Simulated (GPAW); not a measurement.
# A workflow on AlHOF (SMILES [OH][Al][F])

We compute a structure relaxation (ULDA (PW92)/dzp), then vibrational wavenumbers (ULDA (PW92)/dzp) of AlHOF. The job is set up through an ASE script.

The calculation is run with GPAW 26.7.0.

1 further run of the same task is left out (set aside as unsound or not needed). Runs told in other sessions of the task aren't counted.

### Step 1. The molecule

AlHOF: 4 atoms, total charge 0, spin state doublet. As SMILES, `[OH][Al][F]`. All atoms were displaced at random from a relaxed shape. The run starts from this shape.

Bond lengths: O1–Al2 1.677 Å, Al2–F3 1.748 Å, O1–H4 0.899 Å. Angles: O1–Al2–F3 173.6°, Al2–O1–H4 164.7°.

### Step 2. A structure relaxation at ULDA (PW92)/dzp (scalar-relativistic datasets) (run 1)

molecule.py reads:

```python
from ase import Atoms
from ase.io import write
from ase.optimize import LBFGSLineSearch
from gpaw import GPAW
from gpaw.utilities.adjust_cell import adjust_cell

atoms = Atoms(['O', 'Al', 'F', 'H'],
    positions=[[ -0.569442,   0.775724,  -0.496255],
               [  0.210626,  -0.410756,   0.396703],
               [  1.178284,  -1.527233,   1.331022],
               [ -0.930826,   1.266880,  -1.156522]])
adjust_cell(atoms, 5.0, h=0.16)
atoms.set_initial_magnetic_moments([1.0, 0.0, 0.0, 0.0])

calc = GPAW(mode='lcao',
            basis='dzp',
            h=0.16,
            xc='LDA',
            occupations={'name': 'fermi-dirac', 'width': 0.0, 'fixmagmom': True},
            maxiter=100,
            symmetry='off',
            txt='-')
atoms.calc = calc

opt = LBFGSLineSearch(atoms, trajectory='molecule.traj')
converged = opt.run(fmax=0.05, steps=100)
print('Converged:', converged)
print(f'Final energy = {atoms.get_potential_energy():.5f} eV')
print(f'r(Al1-O0): {atoms.get_distance(1, 0):.4f} Ang')
print(f'r(H3-O0)                {atoms.get_distance(3, 0):.4f} Ang')
write('relaxed.xyz', atoms)
```

Started as:

```bash
$ python3 -u molecule.py | tee molecule.out
```

The log of the run:

```text
[...]
Number of symmetries: 1
[...]
  Number of IBZ points: 1
[...]
basis functions: 44
Spin-components: 2 (collinear spins)
Bands:           13
[...]
  Valence electrons: 17.0
[...]
  Grid points: [76 80 80]
  Charge: 0.0  # |e|
[...]
    cutoffs:
[...]
occupation numbers:
  Fixed magnetic moment: 1.000
[...]
xc functional:
  name: None
[...]
|iter     |     time |      energy | eigst |  dens |  magmom |
[...]
|iter:   1| 00:00:09 |  -19.455622 |      c|       |  +0.9992|
[...]
Converged in 10 steps
[...]
dipole moment: (-0.235803, 0.330966, -0.373259)  # |e|*Ang
Total magnetic moment: (0.000000, 0.000000, 1.000002)
[...]
Converged in 10 steps
[...]
Converged in 7 steps
[...]
Converged in 7 steps
[...]
Converged in 7 steps
[...]
|iter:   6| 00:08:13 |  -18.873366c|      c| -4.39c|  +1.0000|
Converged in 6 steps
[...]
Energy contributions relative to reference atoms: (reference = -11317.417126)
Energy contributions:
  Kinetic:          22.746243
  Coulomb:         -20.775992
  Zero:              0.218251
  External:          0.000000
  Xc:              -21.061869
  Entropy:           0.000000
  Spinorbit:         0.000000
  ----------------------------
  Free energy:     -18.873366
  Extrapolated:    -18.873366
[...]
Total magnetic moment: (0.000000, 0.000000, 1.000004)
Local magnetic moments
|        x |        y |         z |
|----------|----------|-----------|
| 0.000000 | 0.000000 |  0.072169 |  # O    0
| 0.000000 | 0.000000 |  0.232119 |  # Al   1
| 0.000000 | 0.000000 |  0.047445 |  # F    2
| 0.000000 | 0.000000 | -0.000924 |  # H    3
Fermi levels: -2.732, -4.506
Eigenvalues  # (at kpt = [0.000, 0.000, 0.000])
| band index |      eig [eV] | occ [0-1] |      eig [eV] | occ [0-1] |
|------------|---------------|-----------|---------------|-----------|
|          0 |       -27.912 |     1.000 |       -27.798 |     1.000 |
|          1 |       -24.221 |     1.000 |       -24.056 |     1.000 |
|          2 |       -12.547 |     1.000 |       -12.422 |     1.000 |
|          3 |       -10.612 |     1.000 |       -10.407 |     1.000 |
|          4 |        -9.332 |     1.000 |        -9.249 |     1.000 |
|          5 |        -9.212 |     1.000 |        -9.092 |     1.000 |
|          6 |        -8.714 |     1.000 |        -8.423 |     1.000 |
|          7 |        -7.807 |     1.000 |        -7.700 |     1.000 |
|          8 |        -5.167 |     1.000 |        -3.844 |     0.000 |
|          9 |        -1.620 |     0.000 |        -0.851 |     0.000 |
|         10 |         0.235 |     0.000 |         0.586 |     0.000 |
|         11 |         0.532 |     0.000 |         0.966 |     0.000 |
[...]
Gap: 2.224 eV
Transition (v -> c):
[...]
Forces  # eV/Ang
|        x |        y |        z |
|----------|----------|----------|
|  0.02311 |  0.00604 |  0.00739 |  # O    0
|  0.01063 |  0.00151 |  0.00819 |  # Al   1
|  0.02033 |  0.00022 | -0.00827 |  # F    2
| -0.01097 | -0.00516 | -0.00973 |  # H    3
Force computation time: 0.402  # s
LBFGSLineSearch:   25 hh:mm:ss      -18.873366        0.025001
Converged: True
Final energy = -18.87337 eV
r(Al1-O0): 1.7133 Ang
r(H3-O0)                0.9837 Ang
```

It took 8.3 min on 1 thread of Arm Neoverse V1, shared host; peak memory 1.5 GiB.

Steps, from the record of the run:

```
step  energy from the first frame kept (eV)  largest force (eV/Å)
   0                                 0.0000                5.2477
   2                                -0.2304                0.3662
   4                                -0.3265                2.3005
   6                                -0.5118                1.4998
   8                                -0.7099                2.0790
  10                                -0.8725                0.7877
  12                                -0.8895                0.2056
  14                                -0.9194                0.4526
  16                                -0.9299                0.2373
  18                                -0.9388                0.2825
  20                                -0.9433                0.1394
  22                                -0.9490                0.2016
  24                                -0.9525                0.0520
  25                                -0.9526                0.0250
```

After the run. Bond lengths: O1–Al2 1.713 Å, Al2–F3 1.674 Å, O1–H4 0.984 Å. Angles: O1–Al2–F3 115.1°, Al2–O1–H4 120.0°.

### Step 3. Vibrational wavenumbers at ULDA (PW92)/dzp (scalar-relativistic datasets, shape nonlinear) (run 2)

relaxed.xyz reads:

```xyz
4
Lattice="12.16 0.0 0.0 0.0 12.8 0.0 0.0 0.0 12.8" Properties=species:S:1:pos:R:3:initial_magmoms:R:1:magmoms:R:1:forces:R:3 free_energy=-18.87336585173084 energy=-18.87336585173084 dipole="-0.5560241115573855 -0.008433694530695425 -0.28274491645878325" magmom=1.0000035723291694 pbc="F F F"
O        5.80860406       7.36561772       5.87198645       1.00000000       0.07216915       0.02310656       0.00604260       0.00738976
Al       5.78703444       5.81649020       6.60359654       0.00000000       0.23211876       0.01062925       0.00150911       0.00819362
F        7.14678760       5.43830993       7.50348283       0.00000000       0.04744498       0.02033474       0.00021735      -0.00826990
H        5.03763178       7.67028552       5.34240222       0.00000000      -0.00092381      -0.01097432      -0.00515857      -0.00972547
```

molecule.py reads:

```python
from ase.io import read
from ase.thermochemistry import IdealGasThermo
from ase.vibrations import Vibrations
from gpaw import GPAW

# Geometry
molecule = read('relaxed.xyz')
molecule.set_initial_magnetic_moments([1.0, 0.0, 0.0, 0.0])

# Calculator
gpaw_calc = GPAW(mode='lcao',
                 basis='dzp',
                 h=0.16,
                 xc='LDA',
                 occupations={'name': 'fermi-dirac', 'width': 0.0, 'fixmagmom': True},
                 convergence={'density': 1e-05},
                 maxiter=100,
                 symmetry='off',
                 txt='molecule.txt')
molecule.calc = gpaw_calc

energy = molecule.get_potential_energy()
vib = Vibrations(molecule, delta=0.01)
vib.run()
vib.summary()
freqs = vib.get_frequencies()
zpe = vib.get_zero_point_energy()

thermo = IdealGasThermo(vib_energies=vib.get_energies(), potentialenergy=energy, atoms=molecule, geometry='nonlinear',
                        symmetrynumber=1, spin=0.5, ignore_imag_modes=True)
H = thermo.get_enthalpy(600.0, verbose=False)
S = thermo.get_entropy(600.0, 1000.0, verbose=False)
G = thermo.get_gibbs_energy(temperature=600.0, pressure=1000.0)
```

Started as:

```bash
$ python3 -u molecule.py | tee molecule.out
```

The log of the run:

```text
---------------------
  #    meV     cm^-1
---------------------
  0   11.8i     94.9i
  1   10.1i     81.1i
  2    7.3i     59.0i
  3    1.6i     12.8i
  4   16.9     136.6
  5   19.8     159.6
  6   26.5     213.7
  7   34.0     274.2
  8   75.4     608.4
  9   90.2     727.1
 10  107.3     865.2
 11  457.8    3692.7
---------------------
Zero-point energy: 0.414 eV
Enthalpy components at T = 600.00 K:
===============================
Enthalpy components at T = 600.00 K:
===============================
E_pot                -18.873 eV
E_ZPE                  0.396 eV
Cv_trans (0->T)        0.078 eV
Cv_rot (0->T)          0.078 eV
Cv_vib (0->T)          0.134 eV
-------------------------------
U                    -18.189 eV
===============================
(C_v -> C_p)           0.052 eV
-------------------------------
H                    -18.137 eV
===============================

Entropy components at T = 600.00 K and P = 1000.0 Pa:
=================================================
{"":15s}{"S":13s}     {"T*S:13s}
S_trans (1 bar)    0.0018144 eV/K        1.089 eV
S_rot              0.0010829 eV/K        0.650 eV
S_elec             0.0000597 eV/K        0.036 eV
S_vib              0.0004152 eV/K        0.249 eV
S (1 bar -> P)     0.0003968 eV/K        0.238 eV
-------------------------------------------------
S                  0.0037690 eV/K        2.261 eV
=================================================

Free energy components at T = 600.00 K and P = 1000.0 Pa:
=======================
    H        -18.137 eV
 -T*S         -2.261 eV
-----------------------
    G        -20.399 eV
=======================
```

molecule.txt, shortened:

```text
[...]
dipole moment: (-0.555863, -0.007907, -0.285713)  # |e|*Ang
[...]
Converged in 9 steps
[...]
dipole moment: (-0.556163, -0.008955, -0.279830)  # |e|*Ang
Total magnetic moment: (0.000000, 0.000000, 0.999998)
Local magnetic moments
|        x |        y |         z |
|----------|----------|-----------|
| 0.000000 | 0.000000 |  0.072073 |  # O    0
| 0.000000 | 0.000000 |  0.232179 |  # Al   1
| 0.000000 | 0.000000 |  0.047437 |  # F    2
| 0.000000 | 0.000000 | -0.000903 |  # H    3
Fermi levels: -2.735, -4.508
Eigenvalues  # (at kpt = [0.000, 0.000, 0.000])
| band index |      eig [eV] | occ [0-1] |      eig [eV] | occ [0-1] |
|------------|---------------|-----------|---------------|-----------|
|          0 |       -27.913 |     1.000 |       -27.800 |     1.000 |
|          1 |       -24.253 |     1.000 |       -24.090 |     1.000 |
|          2 |       -12.565 |     1.000 |       -12.439 |     1.000 |
[... 9 lines of this table left out ...]
|         12 |         2.448 |     0.000 |         2.777 |     0.000 |
Gap: 2.223 eV
Transition (v -> c):
[...]
Forces  # eV/Ang
|        x |        y |        z |
|----------|----------|----------|
|  0.22084 | -0.08265 |  0.14775 |  # O    0
|  0.01562 |  0.00213 |  0.01246 |  # Al   1
|  0.02027 | -0.00075 | -0.01014 |  # F    2
| -0.20972 |  0.08270 | -0.15048 |  # H    3
Force computation time: 0.401  # s
timing:  # [seconds]
  Total:  404.010  # ━━━━━━━━━━━━━━━━━━━━━━━━━━━━━━━━━━━━━━━━━━━━━━━━━━━━━━━━
  Init:    22.374  # ━━━
  SCF:    325.608  # ━━━━━━━━━━━━━━━━━━━━━━━━━━━━━━━━━━━━━━━━━━━━━
  Forces:  10.047  # ━╸
  Move:    45.830  # ━━━━━━╸
```

It took 6.8 min on 1 thread of Arm Neoverse V1, shared host; peak memory 1.5 GiB.

### Step 4. Results

| quantity | value |
| --- | --- |
| run 1, ULDA (PW92)/dzp: energy as printed (from the program's reference atoms) | -18.8734 eV |
| run 1, ULDA (PW92)/dzp: dipole moment | 3.00 D |
| run 1, ULDA (PW92)/dzp: HOMO energy (highest over α and β) | -5.17 eV |
| run 1, ULDA (PW92)/dzp: LUMO energy (lowest over α and β) | -3.84 eV |
| run 2, ULDA (PW92)/dzp: lowest harmonic wavenumber | 214 cm⁻¹ |
| run 2, ULDA (PW92)/dzp: highest harmonic wavenumber | 3693 cm⁻¹ |
| run 2, ULDA (PW92)/dzp: zero-point energy | 38.2 kJ/mol |
| run 2, ULDA (PW92)/dzp: ideal-gas entropy at 600 K and 1000 Pa (symmetry number 1 as used) | 86.9 cal/(mol K) |

**Reading.** The optimisation (run 1, ULDA (PW92)/dzp) took 25 steps and changed the energy by -0.953 eV. All 6 modes (run 2, ULDA (PW92)/dzp) are real, so the shape is a minimum at this level.
